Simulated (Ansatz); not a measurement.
A nudged elastic band was laid between two geometries of BFH2 + F (5 atoms, charge 0, multiplicity 2).

Method: Ansatz 0.2.0, UKS PBE0/def2-SVP.

```
movable images  : 5
climbing image  : yes
spring          : 5.0 eV/Å²
optimiser       : quadratic models (default)
start path      : through a guess of the saddle point
force threshold : 0.05 eV/Å
iteration limit : 60
end points      : relaxed
```

Initial state:

```xyz
5
Properties=species:S:1:pos:R:3
B 0.000 0.000 -0.127
F 0.000 0.000 1.191
H 1.070 0.000 -0.688
H -1.070 0.000 -0.688
F 0.000 0.000 3.702
```

Final state:

```xyz
5
Properties=species:S:1:pos:R:3
B -0.116 -0.011 0.023
F -0.730 -0.153 1.183
H 1.090 0.048 0.021
H -0.812 0.048 -0.963
F 0.567 0.067 3.127
```

What changes between the two ends?

No bond is made or broken.

What energy profile does the band end with?

It converged. The highest image is number 0 of 0 to 6, 0.000 eV above the first end and 0.039 eV above the last; the last end lies 0.039 eV below the first. The highest image is an end point: on this band no image between the ends rises above it. A vibrational analysis next to that end finds imaginary modes (50i cm⁻¹), so it isn't a minimum.

| image | path coordinate (Å) | energy (eV) |
| --- | --- | --- |
| 0 | 0.00 | 0.000 |
| 1 | 0.20 | -0.001 |
| 2 | 0.45 | -0.006 |
| 3 | 0.70 | -0.015 |
| 4 | 0.95 | -0.024 |
| 5 | 1.20 | -0.034 |
| 6 | 1.45 | -0.039 |

Time of the run: 4.2 min on 1 thread of AMD EPYC 7R43 64-Core Processor (Zen 3), with other jobs on the host, peak memory 0.14 GiB.
